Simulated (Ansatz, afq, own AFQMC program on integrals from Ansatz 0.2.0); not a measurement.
**AlClF (doublet): quantum Monte Carlo beside coupled cluster as a fragment species, def2-TZVP**

How near does AFQMC come to the top of the ladder for AlClF (doublet)?

The runs use Ansatz 0.2.0, Gaussian basis, and an in-house AFQMC program (afq) on its integrals; all values are calculated; def2-TZVP, frozen cores.

Plan: PBE (unrestricted); r2SCAN (unrestricted); CCSD(T) on UHF; PBE0 (unrestricted); B3LYP (unrestricted); CCSD(T) on UHF; wB97M-V (unrestricted); B2PLYP (unrestricted); CCSD(T) on UHF; Phaseless AFQMC, CISD trial on UHF.

## (1) What is computed

The geometry is a PBE0/def2-SVP stationary point (not a proven minimum).

3 atoms, charge 0, spin multiplicity 2.

Atoms are counted from 1 here; the program's logs count them from 0.

Bond lengths: F1–Al2 1.665 Å, Al2–Cl3 2.108 Å. Angles: F1–Al2–Cl3 118.9°.

## (2) PBE (unrestricted)

in.yaml reads:

```yaml
crystal:
  periodic: [false, false, false]
  atoms:
    - {symbol: F, position_ang: [-0.423206, -2.478729, 0.828243]}
    - {symbol: Al, position_ang: [-0.735807, -1.074732, -0.009706]}
    - {symbol: Cl, position_ang: [-2.420087, -0.996139, -1.275337]}
basis:
  gaussian: {orbitals: def2-TZVP}
magnetization: {spin_polarized: true, initial_magnetization: 1}
hamiltonian: {xc: {name: PBE}}
output: {orbitals: {seedname: orbitals}}
```

Started as:

```console
$ ansatz run in.yaml --threads 1 --pin off --events-out ev --progress --plain --max-ram 8192MiB --backend cpu
```

Output:

```text
Functional definition: PBE
  name "PBE"
  cite "Perdew, Burke & Ernzerhof, Phys. Rev. Lett. 77, 3865 (1996) doi:10.1103/PhysRevLett.77.3865"
  parent pbe
  parameter kappa = 0.804
  parameter beta = 0.06672455060314922
  exchange = pbe_x(kappa = kappa, mu = beta*pi^2/3)
  correlation = pbe_c(beta = beta)
671 factors; their error is unknown
mean field evaluation 1: about -21826.4331 eV, gradient 3.2e1 eV
mean field evaluation 2: about -21789.7170 eV, gradient 1.1e2 eV
mean field evaluation 4: about -21829.5313 eV, gradient 6.8e0 eV
mean field evaluation 8: about -21829.7188 eV, gradient 6.6e-2 eV
mean field evaluation 16: about -21829.7188 eV, gradient 4.8e-5 eV
mean field -21829.71876886 eV, -802.2273680406 hartree, gradient 4.8e-5 eV, S^2 0.751398; 0 other end points of the search recorded, 0 dependent functions left out
reference -21829.71880387 eV, -802.2273693274 hartree; 20, 19 occupied and 85, 86 virtual orbitals, 671 factors
Total energy: -21829.71880387 eV, -802.2273693274 hartree
```

It took 1.6 s on 1 thread of AMD EPYC 7R13 (Zen 3), shared host; peak memory 3.2 GiB.

From the report: ⟨S²⟩ of the determinant 0.751 (pure doublet: 0.75).

## (3) r2SCAN (unrestricted)

Changes to in.yaml since step 2:

```diff
@@ -9,3 +9,2 @@
 magnetization: {spin_polarized: true, initial_magnetization: 1}
-hamiltonian: {xc: {name: PBE}}
-output: {orbitals: {seedname: orbitals}}
+hamiltonian: {xc: {name: r2SCAN}}
```

The command is unchanged.

Output:

```text
Functional definition: r2SCAN
  name "r2SCAN"
  cite "Furness, Kaplan, Ning, Perdew & Sun, J. Phys. Chem. Lett. 11, 8208 (2020) doi:10.1021/acs.jpclett.0c02405"
  cite "Furness, Kaplan, Ning, Perdew & Sun, J. Phys. Chem. Lett. 11, 9248 (2020) doi:10.1021/acs.jpclett.0c03077"
  parent r2scan
  parameter k0 = 0.174
  parameter k1 = 0.065
  parameter a1 = 4.9479
  exchange = r2scan_x(k0 = k0, k1 = k1, a1 = a1)
  correlation = r2scan_c
671 factors; their error is unknown
mean field evaluation 1: about -21835.5061 eV, gradient 3.0e1 eV
mean field evaluation 2: about -21815.5678 eV, gradient 8.3e1 eV
mean field evaluation 4: about -21838.4516 eV, gradient 4.1e0 eV
mean field evaluation 8: about -21838.5156 eV, gradient 9.6e-2 eV
mean field evaluation 16: about -21838.5156 eV, gradient 2.6e-5 eV
mean field -21838.51560154 eV, -802.5506456791 hartree, gradient 2.6e-5 eV, S^2 0.752238; 0 other end points of the search recorded, 0 dependent functions left out
reference -21838.51561461 eV, -802.5506461592 hartree; 20, 19 occupied and 85, 86 virtual orbitals, 671 factors
Total energy: -21838.51561461 eV, -802.5506461592 hartree
```

Wall time 4.3 s (1 thread of AMD EPYC 7R13 (Zen 3), shared host); peak memory 3.2 GiB.

From the report: ⟨S²⟩ of the determinant 0.752 (pure doublet: 0.75).

## (4) CCSD(T) on UHF

Changes to in.yaml since step 3:

```diff
@@ -9,2 +9,2 @@
 magnetization: {spin_polarized: true, initial_magnetization: 1}
-hamiltonian: {xc: {name: r2SCAN}}
+correlation: {method: ccsd_t, electrons: outside_noble_gas, hamiltonian_folder: ham}
```

Started as:

```console
$ ansatz run in.yaml --threads 1 --pin off --events-out ev --progress --plain --max-ram 24576MiB --backend cuda --devices 0, --max-vram 18GiB
```

Output (excerpt; [...] marks lines left out):

```text
Functional definition: HF
  name "HF"
  cite "Fock, Z. Phys. 61, 126 (1930) doi:10.1007/BF01340294"
  parent pbe
[...]
647 factors; integrals over basis functions are off by at most 1.2e-3 eV
[...]
mean field -21797.57074626 eV, -801.0459500009 hartree, gradient 3.2e-6 eV, S^2 0.752524; 0 other end points of the search recorded, 0 dependent functions left out
11 core orbitals not correlated: weight in the atoms' cores, before any rotation towards them, 1.000 or more for the frozen orbitals, at most 0.000 for the correlated occupied ones
reference -21797.57074626 eV, -801.0459500009 hartree; 9, 8 occupied and 85, 86 virtual orbitals, 647 factors
second order -13.22376097 eV of doubles, -0.00000000 eV of singles
cycle   1  -13.38664858 eV  change   -1.6e-1 eV  update   7.7e-2
[...]
cycle  10  -13.71247447 eV  change    1.4e-5 eV  update   1.6e-5
perturbative correction -0.48062803 eV, -0.0176627544 hartree
Total energy: -21811.76384876 eV, -801.5675368973 hartree
```

It took 7.5 s on 1 × NVIDIA H100 80GB HBM3 with 1 thread of AMD EPYC 7R13 (Zen 3), shared host; peak host memory 3.2 GiB.

From the report: ⟨S²⟩ of the determinant 0.753 (pure doublet: 0.75); correlation -14.1931 eV; T1 0.014; largest double amplitude 0.03.

This run also writes the integrals to the folder ham.

## (5) PBE0 (unrestricted)

Changes to in.yaml since step 4:

```diff
@@ -9,2 +9,3 @@
 magnetization: {spin_polarized: true, initial_magnetization: 1}
-correlation: {method: ccsd_t, electrons: outside_noble_gas, hamiltonian_folder: ham}
+hamiltonian: {xc: {name: PBE0}}
+output: {orbitals: {seedname: orbitals}}
```

Started as:

```console
$ ansatz run in.yaml --threads 1 --pin off --events-out ev --progress --plain --max-ram 8192MiB --backend cpu
```

Output:

```text
Functional definition: PBE0
  name "PBE0"
  cite "Adamo & Barone, J. Chem. Phys. 110, 6158 (1999) doi:10.1063/1.478522"
  cite "Perdew, Burke & Ernzerhof, Phys. Rev. Lett. 77, 3865 (1996) doi:10.1103/PhysRevLett.77.3865"
  parent pbe
  parameter a = 0.25
  parameter kappa = 0.804
  parameter beta = 0.06672455060314922
  exchange = (1 - a)*pbe_x(kappa = kappa, mu = beta*pi^2/3) + a*exact_x
  correlation = pbe_c(beta = beta)
703 factors; their error is unknown
mean field evaluation 1: about -21828.4169 eV, gradient 2.9e1 eV
mean field evaluation 2: about -21821.3879 eV, gradient 5.7e1 eV
mean field evaluation 4: about -21831.1911 eV, gradient 1.9e0 eV
mean field evaluation 8: about -21831.2068 eV, gradient 3.4e-2 eV
mean field evaluation 16: about -21831.2681 eV, gradient 2.1e-5 eV
mean field -21831.26809022 eV, -802.2843045505 hartree, gradient 2.1e-5 eV, S^2 0.751507; 0 other end points of the search recorded, 0 dependent functions left out
reference -21831.26811663 eV, -802.2843055213 hartree; 20, 19 occupied and 85, 86 virtual orbitals, 703 factors
Total energy: -21831.26811663 eV, -802.2843055213 hartree
```

Wall time 2.5 s (1 thread of AMD EPYC 7R13 (Zen 3), shared host); peak memory 3.2 GiB.

From the report: ⟨S²⟩ of the determinant 0.752 (pure doublet: 0.75).

## (6) B3LYP (unrestricted)

Changes to in.yaml since step 5:

```diff
@@ -9,3 +9,2 @@
 magnetization: {spin_polarized: true, initial_magnetization: 1}
-hamiltonian: {xc: {name: PBE0}}
-output: {orbitals: {seedname: orbitals}}
+hamiltonian: {xc: {name: B3LYP}}
```

Same command.

Output (excerpt; [...] marks lines left out):

```text
Functional definition: B3LYP
  name "B3LYP"
  cite "Stephens, Devlin, Chabalowski & Frisch, J. Phys. Chem. 98, 11623 (1994) doi:10.1021/j100096a001"
  cite "Becke, Phys. Rev. A 38, 3098 (1988) doi:10.1103/PhysRevA.38.3098"
  cite "Lee, Yang & Parr, Phys. Rev. B 37, 785 (1988) doi:10.1103/PhysRevB.37.785"
  cite "Vosko, Wilk & Nusair, Can. J. Phys. 58, 1200 (1980) doi:10.1139/p80-159"
[...]
678 factors; their error is unknown
[...]
mean field -21842.08290418 eV, -802.6817416330 hartree, gradient 2.5e-5 eV, S^2 0.751260; 0 other end points of the search recorded, 0 dependent functions left out
reference -21842.08311234 eV, -802.6817492828 hartree; 20, 19 occupied and 85, 86 virtual orbitals, 678 factors
Total energy: -21842.08311234 eV, -802.6817492828 hartree
```

It took 2.3 s on 1 thread of AMD EPYC 7R13 (Zen 3), shared host; peak memory 3.2 GiB.

From the report: ⟨S²⟩ of the determinant 0.751 (pure doublet: 0.75).

## (7) CCSD(T) on UHF

Changes to in.yaml since step 6:

```diff
@@ -7,4 +7,4 @@
 basis:
-  gaussian: {orbitals: def2-TZVP}
+  gaussian: {orbitals: def2-TZVPP}
 magnetization: {spin_polarized: true, initial_magnetization: 1}
-hamiltonian: {xc: {name: B3LYP}}
+correlation: {method: ccsd_t, electrons: outside_noble_gas}
```

Started as:

```console
$ ansatz run in.yaml --threads 1 --pin off --events-out ev --progress --plain --max-ram 24576MiB --backend cuda --devices 0, --max-vram 18GiB
```

Output (excerpt; [...] marks lines left out):

```text
Functional definition: HF
  name "HF"
  cite "Fock, Z. Phys. 61, 126 (1930) doi:10.1007/BF01340294"
  parent pbe
[...]
713 factors; integrals over basis functions are off by at most 1.4e-3 eV
[...]
mean field -21797.57610104 eV, -801.0461467856 hartree, gradient 4.4e-6 eV, S^2 0.752532; 0 other end points of the search recorded, 0 dependent functions left out
11 core orbitals not correlated: weight in the atoms' cores, before any rotation towards them, 1.000 or more for the frozen orbitals, at most 0.000 for the correlated occupied ones
reference -21797.57610104 eV, -801.0461467856 hartree; 9, 8 occupied and 95, 96 virtual orbitals, 713 factors
second order -13.33347640 eV of doubles, -0.00000000 eV of singles
cycle   1  -13.47726070 eV  change   -1.4e-1 eV  update   7.8e-2
[...]
cycle  10  -13.80456607 eV  change    1.4e-5 eV  update   1.6e-5
perturbative correction -0.48565006 eV, -0.0178473103 hartree
Total energy: -21811.86631717 eV, -801.5713025421 hartree
```

It took 9 s on 1 × NVIDIA H100 80GB HBM3 with 1 thread of AMD EPYC 7R13 (Zen 3), shared host; peak host memory 3.2 GiB.

From the report: ⟨S²⟩ of the determinant 0.753 (pure doublet: 0.75); correlation -14.2902 eV; T1 0.014; largest double amplitude 0.03.

## (8) wB97M-V (unrestricted)

Changes to in.yaml since step 7:

```diff
@@ -7,4 +7,5 @@
 basis:
-  gaussian: {orbitals: def2-TZVPP}
+  gaussian: {orbitals: def2-TZVP}
 magnetization: {spin_polarized: true, initial_magnetization: 1}
-correlation: {method: ccsd_t, electrons: outside_noble_gas}
+hamiltonian: {xc: {name: wB97M-V}}
+output: {orbitals: {seedname: orbitals}}
```

Started as:

```console
$ ansatz run in.yaml --threads 1 --pin off --events-out ev --progress --plain --max-ram 8192MiB --backend cpu
```

Output (excerpt; [...] marks lines left out):

```text
Functional definition: wB97M-V
  name "wB97M-V"
  cite "Mardirossian & Head-Gordon, J. Chem. Phys. 144, 214110 (2016) doi:10.1063/1.4952647"
  cite "Becke, J. Chem. Phys. 107, 8554 (1997) doi:10.1063/1.475007"
  cite "Vydrov & Van Voorhis, J. Chem. Phys. 133, 244103 (2010) doi:10.1063/1.3521275"
  # Of w^i u^j: cxij and so on, Table III.
[...]
  gx(w, u) = 1 - cx + cx01*u + cx10*w
  gss(w, u) = css00 + css04*u^4 + css10*w + css20*w^2 + css43*w^4*u^3
  gos(w, u) = cos00 + cos10*w + (cos20 + cos21*u)*w^2 + (cos60 + cos61*u)*w^6
[...]
      + integral(e_c_pw_mod_opposite_spin*gos(b97_w_opposite, b97_u_opposite)) + vv10(b, c)
678 factors; their error is unknown
129 factors; integrals over basis functions are off by at most 4.0e-5 eV
[...]
mean field -21839.39849159 eV, -802.5830912899 hartree, gradient 2.6e-5 eV, S^2 0.750977; 0 other end points of the search recorded, 0 dependent functions left out
reference -21839.39852806 eV, -802.5830926302 hartree; 20, 19 occupied and 85, 86 virtual orbitals, 678 factors
Total energy: -21839.39852806 eV, -802.5830926302 hartree
```

It took 8 s on 1 thread of AMD EPYC 7R13 (Zen 3), shared host; peak memory 3.2 GiB.

From the report: ⟨S²⟩ of the determinant 0.751 (pure doublet: 0.75).

## (9) B2PLYP (unrestricted)

Changes to in.yaml since step 8:

```diff
@@ -9,3 +9,3 @@
 magnetization: {spin_polarized: true, initial_magnetization: 1}
-hamiltonian: {xc: {name: wB97M-V}}
-output: {orbitals: {seedname: orbitals}}
+hamiltonian: {xc: {name: B2PLYP}}
+correlation: {electrons: outside_noble_gas}
```

Launched as before.

Output (excerpt; [...] marks lines left out):

```text
Functional definition: B2PLYP
  name "B2PLYP"
  cite "Grimme, J. Chem. Phys. 124, 034108 (2006) doi:10.1063/1.2148954"
  cite "Becke, Phys. Rev. A 38, 3098 (1988) doi:10.1103/PhysRevA.38.3098"
  cite "Lee, Yang & Parr, Phys. Rev. B 37, 785 (1988) doi:10.1103/PhysRevB.37.785"
[...]
647 factors; integrals over basis functions are off by at most 1.2e-3 eV
[...]
mean field -21828.74604818 eV, -802.1916212150 hartree, gradient 7.2e-6 eV, S^2 0.751952; 0 other end points of the search recorded, 0 dependent functions left out
11 core orbitals not correlated: weight in the atoms' cores, before any rotation towards them, 1.000 or more for the frozen orbitals, at most 0.000 for the correlated occupied ones
reference -21828.74617977 eV, -802.1916260511 hartree; 9, 8 occupied and 85, 86 virtual orbitals, 647 factors
second order -15.95185007 eV of doubles, -0.00000000 eV of singles
Total energy: -21833.05317929 eV, -802.3499053641 hartree
```

Run time: 3.6 s. Hardware: 1 thread of AMD EPYC 7R13 (Zen 3), shared host; peak memory 3.2 GiB.

From the report: ⟨S²⟩ of the determinant 0.752 (pure doublet: 0.75).

## (10) CCSD(T) on UHF

Changes to in.yaml since step 9:

```diff
@@ -7,5 +7,4 @@
 basis:
-  gaussian: {orbitals: def2-TZVP}
+  gaussian: {orbitals: "def2-QZVPP.json"}
 magnetization: {spin_polarized: true, initial_magnetization: 1}
-hamiltonian: {xc: {name: B2PLYP}}
-correlation: {electrons: outside_noble_gas}
+correlation: {method: ccsd_t, electrons: outside_noble_gas}
```

Started as:

```console
$ ansatz run in.yaml --threads 1 --pin off --events-out ev --progress --plain --max-ram 24576MiB --backend cuda --devices 0, --max-vram 18GiB
```

Output (excerpt; [...] marks lines left out):

```text
Functional definition: HF
  name "HF"
  cite "Fock, Z. Phys. 61, 126 (1930) doi:10.1007/BF01340294"
  parent pbe
[...]
1181 factors; integrals over basis functions are off by at most 9.6e-4 eV
[...]
mean field -21798.26394710 eV, -801.0714246621 hartree, gradient 5.5e-6 eV, S^2 0.752536; 0 other end points of the search recorded, 0 dependent functions left out
11 core orbitals not correlated: weight in the atoms' cores, before any rotation towards them, 1.000 or more for the frozen orbitals, at most 0.000 for the correlated occupied ones
reference -21798.26394710 eV, -801.0714246621 hartree; 9, 8 occupied and 177, 178 virtual orbitals, 1181 factors
second order -14.67809643 eV of doubles, -0.00000000 eV of singles
cycle   1  -14.71561669 eV  change   -3.8e-2 eV  update   7.7e-2
[...]
cycle  10  -15.05435371 eV  change    1.2e-5 eV  update   1.6e-5
perturbative correction -0.58884633 eV, -0.0216397034 hartree
Total energy: -21813.90714714 eV, -801.6463016601 hartree
```

Wall time 14 s (1 × NVIDIA H100 80GB HBM3 with 1 thread of AMD EPYC 7R13 (Zen 3), shared host); peak host memory 3.2 GiB.

From the report: ⟨S²⟩ of the determinant 0.753 (pure doublet: 0.75); correlation -15.6432 eV; T1 0.013; largest double amplitude 0.02.

## (11) Phaseless AFQMC, CISD trial on UHF

It reads the integrals that the CCSD(T) run on this determinant wrote.

Started as:

```console
$ afq ham --method phaseless --trial cisd --walkers 1900 --populations 20 --least-time 60 --time-step 0.005 --steps-per-block 50 --equilibration-blocks 28 --max-blocks 4000 --target-error 0.00024 --factor-cut 1e-05 --start spin_pure --seed 4738 --release-times 0.24,0.51,0.99,1.5 --release-step 0.03 --release-every 4 --taylor-order 6
```

Output:

```text
orbitals 94  electrons 9 8  factors 642 of 647
reference energy -801.04595000 Eh
CCSD correlation -0.50392451 Eh in 13 cycles, weight of the determinant in the CISD state 0.8617
energy of the start -801.549792 Eh
 block  time / (1/Eh)  mean weight  energy / Eh
     1     0.250  0.9989  -801.544344
     2     0.500  0.9998  -801.551904
     3     0.750  0.9995  -801.558249
     4     1.000  1.0009  -801.563145
     5     1.250  1.0005  -801.563987
     6     1.500  1.0007  -801.563699
     7     1.750  0.9995  -801.565588
     8     2.000  1.0009  -801.565665
     9     2.250  1.0001  -801.565206
    10     2.500  0.9993  -801.568287
    13     3.250  1.0008  -801.566539
    17     4.250  0.9994  -801.568982
    21     5.250  0.9998  -801.569872
    25     6.250  1.0003  -801.567483
    29     7.250  0.9996  -801.570611
    33     8.250  0.9993  -801.566847
    37     9.250  1.0001  -801.568652
    41    10.250  1.0007  -801.570583
    45    11.250  1.0004  -801.567512
    49    12.250  0.9995  -801.569865
    53    13.250  0.9993  -801.567936
    57    14.250  1.0002  -801.567682
    61    15.250  0.9996  -801.568367
    65    16.250  0.9993  -801.567445
    69    17.250  1.0002  -801.566604
    73    18.250  0.9998  -801.568350
    77    19.250  0.9996  -801.567850
    81    20.250  0.9997  -801.566165
    85    21.250  0.9995  -801.570986
    89    22.250  1.0002  -801.569804
    93    23.250  1.0008  -801.569845
    97    24.250  1.0006  -801.568973
   101    25.250  0.9994  -801.569108
   105    26.250  1.0000  -801.567108
   109    27.250  0.9995  -801.567412
   113    28.250  0.9999  -801.569025
   117    29.250  0.9998  -801.569120
   121    30.250  0.9999  -801.569910
   125    31.250  0.9992  -801.567016
   129    32.250  1.0001  -801.564822
   133    33.250  0.9997  -801.566803
   137    34.250  0.9995  -801.566548
   141    35.250  1.0006  -801.571405
   145    36.250  1.0010  -801.570802
   149    37.250  0.9998  -801.569950
   153    38.250  0.9998  -801.570212
   157    39.250  1.0002  -801.569273
   161    40.250  0.9995  -801.570393
   165    41.250  0.9997  -801.570459
   169    42.250  0.9999  -801.568978
   173    43.250  0.9996  -801.566505
   177    44.250  0.9991  -801.567704
   181    45.250  0.9991  -801.569030
   185    46.250  1.0000  -801.568589
   189    47.250  1.0001  -801.569759
   193    48.250  1.0001  -801.575777
error from the spread of 20 populations
released: time / (1/Eh)  energy / Eh  error  mean overlap
  0.24  -801.568942  0.000219  0.9988
  0.51  -801.568960  0.000189  0.9928
  0.99  -801.569110  0.000250  0.9873
  1.50  -801.569529  0.000370  0.9707
energy -801.568866 +/- 0.000258 Eh
```

Run time: 4.3 min. Hardware: 1 × NVIDIA H100 80GB HBM3 with 2 threads of AMD EPYC 7R13 (Zen 3), shared host; peak host memory 3.2 GiB.

Energy -21811.8000 ± 0.0070 eV. Caveats: constraint bias not in the error.

## (12) AFQMC on the ladder

On the UHF determinant, counted from CCSD(T) (a yardstick, not exact):

| level | energy (eV) | from CCSD(T) (kcal/mol) | statistical error (kcal/mol) | time |
| --- | --- | --- | --- | --- |
| HF | -21797.5707 | +327.30 |  |  |
| MP2 | -21810.7945 | +22.35 |  |  |
| CCSD | -21811.2832 | +11.08 |  |  |
| CCSD(T) | -21811.7638 | 0.00 |  |  |
| Phaseless AFQMC, CISD trial, step 0.005, 1900 walkers | -21811.8000 | -0.83 | 0.16 | 4.3 min |

The functionals' totals stand on their own zeros and serve differences with other points: PBE -21829.719 eV; r2SCAN -21838.516 eV; PBE0 -21831.268 eV; B3LYP -21842.083 eV; wB97M-V -21839.399 eV; B2PLYP -21833.053 eV.

## (13) Results

| quantity | value |
| --- | --- |
| Phaseless AFQMC, CISD trial on UHF from CCSD(T) | -0.83 ± 0.16 kcal/mol |

On UHF the phaseless walk with the CISD trial lies -0.83 kcal/mol from CCSD(T), 5 times its error bar. Error bars are statistical and leave out the constraint, the time step and what remains of the start.
